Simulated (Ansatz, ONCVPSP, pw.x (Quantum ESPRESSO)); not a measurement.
## pw.x on fcc Rb: one setting changed

Potential: optimised norm-conserving Vanderbilt (ONCV), ONCVPSP 4.0.1.1 (patched build), PBEsol; core [Ar] 3d10, reference 4s2 4p6 5s0.5 5p0.5; waves: 4s+5s: rc 2.05 bohr, ncon 4, nbas 9, qcut 7 1/bohr, 2 projectors; 4p+5p: rc 3.10 bohr, ncon 5, nbas 8, qcut 4.3 1/bohr, 2 projectors; d scattering state at 0.1 Ha: rc 3.05 bohr, ncon 3, nbas 7, qcut 3.5 1/bohr, 2 projectors, debl 2.9 Ha; local part: polynomial inside 1.30 bohr (lpopt 5, dvloc0 3 Ha); core correction: none.

The reference run (k-mesh 8³, cutoffs 40/160 Ry, Fermi–Dirac 0.01 Ry, mixing_beta 0.4, conv_thr 1e-9, no spin) gives -0.01 GPa at 87.199 Å³/atom, where all-electron LAPW gives -0.00 GPa. This run, with its own iteration cap, changes degauss to 0.005.

```
&control
  calculation='scf', prefix='x', pseudo_dir='./', outdir='./tmp', tstress=.true., disk_io='none'
/
&system
  ibrav=0, nat=1, ntyp=1, ecutwfc=40, ecutrho=160, nbnd=12,
  occupations='smearing', smearing='fd', degauss=0.005
/
&electrons
  conv_thr=1e-09, mixing_beta=0.4, electron_maxstep=60
/
ATOMIC_SPECIES
Rb 1.0 Rb.UPF
CELL_PARAMETERS angstrom
  0.00000000 3.51960427 3.51960427
  3.51960427 0.00000000 3.51960427
  3.51960427 3.51960427 0.00000000
ATOMIC_POSITIONS crystal
Rb 0.0000 0.0000 0.0000
K_POINTS automatic
8 8 8 0 0 0
```

```bash
pw.x < Rb.scf.in > Rb.scf.out
```

**Question.** How does the run end?

**Answer.** It converges in 8 iterations; the free energy moves by +21.8 meV/atom and the pressure by -0.01 GPa. In a metal, with Fermi–Dirac smearing, F lies below its zero-width value by a term in the square of the width.

```
Message from routine setup:
     using ibrav=0 with symmetry is DISCOURAGED, use correct ibrav instead
     lattice parameter (alat)  =       9.4061  a.u.
     unit-cell volume          =     588.4480 (a.u.)^3
     number of electrons       =         9.00
     number of Kohn-Sham states=           12
     kinetic-energy cutoff     =      40.0000  Ry
     charge density cutoff     =     160.0000  Ry
     scf convergence threshold =      1.0E-09
     Exchange-correlation= PBESOL
     number of k points=    29  Fermi-Dirac smearing, width (Ry)=  0.0050
     iteration #  1     ecut=    40.00 Ry     beta= 0.40
     total energy              =     -48.44261144 Ry
     estimated scf accuracy    <       0.00937464 Ry
     iteration #  2     ecut=    40.00 Ry     beta= 0.40
     total energy              =     -48.44257378 Ry
     estimated scf accuracy    <       0.00133873 Ry
     iteration #  3     ecut=    40.00 Ry     beta= 0.40
     total energy              =     -48.44278421 Ry
     estimated scf accuracy    <       0.00008454 Ry
     iteration #  4     ecut=    40.00 Ry     beta= 0.40
     total energy              =     -48.44278771 Ry
     estimated scf accuracy    <       0.00000088 Ry
     iteration #  5     ecut=    40.00 Ry     beta= 0.40
     total energy              =     -48.44278783 Ry
     estimated scf accuracy    <       0.00000013 Ry
     iteration #  6     ecut=    40.00 Ry     beta= 0.40
     total energy              =     -48.44278783 Ry
     estimated scf accuracy    <       0.00000006 Ry
     iteration #  7     ecut=    40.00 Ry     beta= 0.40
     total energy              =     -48.44278784 Ry
     estimated scf accuracy    <          1.5E-09 Ry
     iteration #  8     ecut=    40.00 Ry     beta= 0.40
     the Fermi energy is     2.0462 ev
!    total energy              =     -48.44278784 Ry
     estimated scf accuracy    <          1.8E-11 Ry
     smearing contrib. (-TS)   =      -0.00109670 Ry
     The total energy is F=E-TS. E is the sum of the following terms:
     one-electron contribution =     -27.37529439 Ry
     hartree contribution      =      14.11003833 Ry
     xc contribution           =      -7.25815904 Ry
     ewald contribution        =     -27.91827604 Ry
     convergence has been achieved in   8 iterations
          total   stress  (Ry/bohr**3)                   (kbar)     P=       -0.20
     Message from routine punch:
     Nothing written, as per user request (disk_io='none')
```

The run took about 22 s on one core of a shared host (Neoverse-N1, 64 threads, 124 GiB, load 58).
